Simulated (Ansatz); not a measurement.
## Ansatz (development build ahead of 0.2.0) run

```yaml
crystal:
  periodic: [false, false, false]
  atoms:
    - { symbol: Al, position_ang: [0.0, 0.0, 0.0] }
    - { symbol: Al, position_ang: [0.93736, 1.24982, 2.70593] }
basis:
  gaussian: { orbitals: "6-31G" }
hamiltonian:
  xc: hf
correlation:
  method: fci
  frozen_orbitals: { Al: 5 }
```

The input is written out in the form of the current development build from the run's settings.

The run gave:

```json
{"Converged": "yes", "Total energy": "-483.78999 hartree", "State": "lowest singlet root, of any spatial symmetry"}
```
